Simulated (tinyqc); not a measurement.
Inside a calculation. Method: UHF in the sto-3g basis, for CH2, spin multiplicity 1. One step of it, computed by the program tinyqc.

Problem. Iteration 2: diagonalisation and new density. Diagonalise F' = X^T F X, C = X C', fill 4 alpha and 4 beta electrons from the bottom; D(s) = C_occ C_occ^T. Each column has its largest component positive (the first on a tie).

extrapolated F(alpha) (hartree):
```
             1C 1s      1C 2s     1C 2px     1C 2py     1C 2pz      2H 1s      3H 1s
1C 1s   -11.012433  -2.961519   0.000343  -0.000478  -0.018888  -0.536733  -0.465870
1C 2s    -2.961519  -1.384154   0.136001  -0.010602  -0.059986  -0.583437  -0.534711
1C 2px    0.000343   0.136001   0.152206  -0.001963  -0.204199  -0.003829  -0.004701
1C 2py   -0.000478  -0.010602  -0.001963  -0.157376  -0.008674  -0.344695   0.329874
1C 2pz   -0.018888  -0.059986  -0.204199  -0.008674  -0.156015  -0.231266  -0.220612
2H 1s    -0.536733  -0.583437  -0.003829  -0.344695  -0.231266  -0.378639  -0.130891
3H 1s    -0.465870  -0.534711  -0.004701   0.329874  -0.220612  -0.130891  -0.338673
```

extrapolated F(beta) (hartree):
```
             1C 1s      1C 2s     1C 2px     1C 2py     1C 2pz      2H 1s      3H 1s
1C 1s   -11.012433  -2.961519  -0.000343  -0.000478  -0.018888  -0.536733  -0.465870
1C 2s    -2.961519  -1.384154  -0.136001  -0.010602  -0.059986  -0.583437  -0.534711
1C 2px   -0.000343  -0.136001   0.152206   0.001963   0.204199   0.003829   0.004701
1C 2py   -0.000478  -0.010602   0.001963  -0.157376  -0.008674  -0.344695   0.329874
1C 2pz   -0.018888  -0.059986   0.204199  -0.008674  -0.156015  -0.231266  -0.220612
2H 1s    -0.536733  -0.583437   0.003829  -0.344695  -0.231266  -0.378639  -0.130891
3H 1s    -0.465870  -0.534711   0.004701   0.329874  -0.220612  -0.130891  -0.338673
```

X:
```
            1C 1s      1C 2s    1C 2px     1C 2py     1C 2pz      2H 1s      3H 1s
1C 1s    1.026463  -0.146681  0.000000  -0.000997  -0.009199   0.023732   0.022248
1C 2s   -0.146681   1.182291  0.000000   0.012593   0.083591  -0.265394  -0.234418
1C 2px   0.000000   0.000000  1.000000   0.000000   0.000000   0.000000   0.000000
1C 2py  -0.000997   0.012593  0.000000   1.115479   0.005956  -0.229286   0.208001
1C 2pz  -0.009199   0.083591  0.000000   0.005956   1.044217  -0.139632  -0.125887
2H 1s    0.023732  -0.265394  0.000000  -0.229286  -0.139632   1.171634  -0.018427
3H 1s    0.022248  -0.234418  0.000000   0.208001  -0.125887  -0.018427   1.142410
```

Give: F' = X^T F X; orbital energies; coefficients C; F' = X^T F X; orbital energies; coefficients C; D(alpha) after iteration 2; D(beta) after iteration 2.

Solution.

F' = X^T F X (alpha) (hartree):
```
          1        2        3        4        5        6        7
1  -10.7810  -1.5659  -0.0179  -0.0009  -0.0417  -0.0451  -0.0270
2   -1.5659  -0.6110   0.1458   0.0080   0.0995  -0.3784  -0.3441
3   -0.0179   0.1458   0.1522  -0.0018  -0.2007  -0.0115  -0.0119
4   -0.0009   0.0080  -0.0018   0.1115   0.0013  -0.3881   0.3673
5   -0.0417   0.0995  -0.2007   0.0013  -0.0558  -0.2357  -0.2210
6   -0.0451  -0.3784  -0.0115  -0.3881  -0.2357  -0.0074  -0.0309
7   -0.0270  -0.3441  -0.0119   0.3673  -0.2210  -0.0309  -0.0186
```

orbital energies (alpha) (hartree): MO1 -11.0182, MO2 -0.7580, MO3 -0.4710, MO4 -0.3400, MO5 0.2698, MO6 0.5004, MO7 0.6069

coefficients C (alpha):
```
            MO1      MO2      MO3      MO4      MO5      MO6      MO7
1C 1s    0.9933  -0.2218   0.0109   0.0963  -0.0799   0.1515  -0.0402
1C 2s    0.0276   0.7271  -0.0490  -0.4405   0.3497  -0.8062   0.2318
1C 2px  -0.0003  -0.0846   0.0171   0.4274   0.8967   0.0751  -0.0103
1C 2py   0.0003   0.0184   0.5251  -0.0133  -0.0094   0.2256   1.0065
1C 2pz   0.0041   0.0952   0.0170   0.7273  -0.2775  -0.6984   0.1726
2H 1s   -0.0058   0.2902   0.4561   0.2173  -0.1442   0.5851  -0.9019
3H 1s   -0.0053   0.2531  -0.4728   0.2479  -0.1536   0.8858   0.5124
```

F' = X^T F X (beta) (hartree):
```
          1        2        3        4        5        6        7
1  -10.7810  -1.5659   0.0179  -0.0009  -0.0417  -0.0451  -0.0270
2   -1.5659  -0.6110  -0.1458   0.0080   0.0995  -0.3784  -0.3441
3    0.0179  -0.1458   0.1522   0.0018   0.2007   0.0115   0.0119
4   -0.0009   0.0080   0.0018   0.1115   0.0013  -0.3881   0.3673
5   -0.0417   0.0995   0.2007   0.0013  -0.0558  -0.2357  -0.2210
6   -0.0451  -0.3784   0.0115  -0.3881  -0.2357  -0.0074  -0.0309
7   -0.0270  -0.3441   0.0119   0.3673  -0.2210  -0.0309  -0.0186
```

orbital energies (beta) (hartree): MO1 -11.0182, MO2 -0.7580, MO3 -0.4710, MO4 -0.3400, MO5 0.2698, MO6 0.5004, MO7 0.6069

coefficients C (beta):
```
            MO1      MO2      MO3      MO4      MO5      MO6      MO7
1C 1s    0.9933  -0.2218   0.0109   0.0963   0.0799   0.1515  -0.0402
1C 2s    0.0276   0.7271  -0.0490  -0.4405  -0.3497  -0.8062   0.2318
1C 2px   0.0003   0.0846  -0.0171  -0.4274   0.8967  -0.0751   0.0103
1C 2py   0.0003   0.0184   0.5251  -0.0133   0.0094   0.2256   1.0065
1C 2pz   0.0041   0.0952   0.0170   0.7273   0.2775  -0.6984   0.1726
2H 1s   -0.0058   0.2902   0.4561   0.2173   0.1442   0.5851  -0.9019
3H 1s   -0.0053   0.2531  -0.4728   0.2479   0.1536   0.8858   0.5124
```

D(alpha) after iteration 2:
```
          1C 1s    1C 2s   1C 2px   1C 2py   1C 2pz    2H 1s    3H 1s
1C 1s    1.0453  -0.1769   0.0598   0.0007   0.0532  -0.0443  -0.0427
1C 2s   -0.1769   0.7259  -0.2506  -0.0065  -0.2519   0.0928   0.0979
1C 2px   0.0598  -0.2506   0.1901   0.0018   0.3031   0.0761   0.0764
1C 2py   0.0007  -0.0065   0.0018   0.2763   0.0010   0.2420  -0.2469
1C 2pz   0.0532  -0.2519   0.3031   0.0010   0.5383   0.1934   0.1963
2H 1s   -0.0443   0.0928   0.0761   0.2420   0.1934   0.3395  -0.0883
3H 1s   -0.0427   0.0979   0.0764  -0.2469   0.1963  -0.0883   0.3491
```

D(beta) after iteration 2:
```
          1C 1s    1C 2s   1C 2px   1C 2py   1C 2pz    2H 1s    3H 1s
1C 1s    1.0453  -0.1769  -0.0598   0.0007   0.0532  -0.0443  -0.0427
1C 2s   -0.1769   0.7259   0.2506  -0.0065  -0.2519   0.0928   0.0979
1C 2px  -0.0598   0.2506   0.1901  -0.0018  -0.3031  -0.0761  -0.0764
1C 2py   0.0007  -0.0065  -0.0018   0.2763   0.0010   0.2420  -0.2469
1C 2pz   0.0532  -0.2519  -0.3031   0.0010   0.5383   0.1934   0.1963
2H 1s   -0.0443   0.0928  -0.0761   0.2420   0.1934   0.3395  -0.0883
3H 1s   -0.0427   0.0979  -0.0764  -0.2469   0.1963  -0.0883   0.3491
```
